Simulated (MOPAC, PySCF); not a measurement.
Species: CH4N, net charge 0, doublet state. SMILES: C[NH]
Coordinates optimised at B3LYP-D3(BJ)/def2-TZVP (Ansatz):
```
C
H 1 1.0903
H 1 1.1007 2 108.68
H 1 1.1007 2 108.68 3 -114.61
N 1 1.4368 2 110.64 3 122.69
H 5 1.0259 1 107.09 2 180.00
```
Charge 0, spin multiplicity 2.

Unscaled harmonic wavenumbers (cm⁻¹) in rising order, each level at the stationary point that it reaches from this structure (no distance between atoms moves by over 0.3 Å); the order of modes can differ between levels, and a negative number is imaginary. B3LYP-D3(BJ)/def2-TZVP (PySCF, at the structure above): 256, 949, 1007, 1044, 1336, 1392, 1476, 1484, 2947, 2978, 3089, 3371.

AM1 (MOPAC): -179, 977, 1020, 1326, 1338, 1364, 1376, 1481, 2971, 2997, 3090, 3418. Zero-point energy 30.5 against 30.5 kcal/mol; where all levels lie over 400 cm⁻¹, the wavenumbers are on average 1.023 times those of B3LYP-D3(BJ)/def2-TZVP. This level finds the structure a saddle point. The zero-point energy leaves imaginary modes out.

PM6 (MOPAC): -206, 947, 987, 1196, 1234, 1246, 1321, 1338, 2653, 2662, 2755, 2786. Zero-point energy 27.3 against 30.5 kcal/mol; where all levels lie over 400 cm⁻¹, the wavenumbers are on average 0.932 times those of B3LYP-D3(BJ)/def2-TZVP. This level finds the structure a saddle point. The zero-point energy leaves imaginary modes out.

PM7 (MOPAC): -228, 986, 1034, 1228, 1269, 1272, 1375, 1385, 2632, 2642, 2746, 2778. Zero-point energy 27.7 against 30.5 kcal/mol; where all levels lie over 400 cm⁻¹, the wavenumbers are on average 0.951 times those of B3LYP-D3(BJ)/def2-TZVP. This level finds the structure a saddle point. The zero-point energy leaves imaginary modes out.
